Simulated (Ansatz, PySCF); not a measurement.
SiF4, SMILES F[Si](F)(F)F.

Coordinates come from a ωB97X-D3(BJ)/def2-SVP optimisation. The isomer is the one that the SMILES or the coordinates give; other isomers of the formula were not compared.

Vertical ionisation energy (IE) and electron affinity (EA) in eV. Rows of orbital energies are one-electron estimates. Where ΔSCF, EOM or ADC give a negative EA the extra electron is unbound and the value depends on the basis.

| level | IE | EA |
|---|---|---|
| −ε(HOMO), −ε(LUMO), PBE0/def2-TZVP (PySCF) | 12.76 | -0.15 |
| −ε(HOMO), −ε(LUMO), PBE/def2-TZVP (PySCF) | 10.58 | 0.92 |
| ΔSCF, CAM-B3LYP/def2-SVPD (Ansatz), final states of multiplicity 2 and 2 | 15.98 | -0.92 |
| ΔSCF, PBE/def2-SVPD (Ansatz), final states of multiplicity 2 and 2 | 14.53 | -0.76 |

Q: What vertical singlet–triplet gap does ΔSCF give with CAM-B3LYP/def2-SVPD (Ansatz, a first-principles code) and with PBE/def2-SVPD (Ansatz)? (Estimate from the structure and the level; the computed values follow.)

A: 10.91 and 9.33 eV (triplet above singlet where positive).
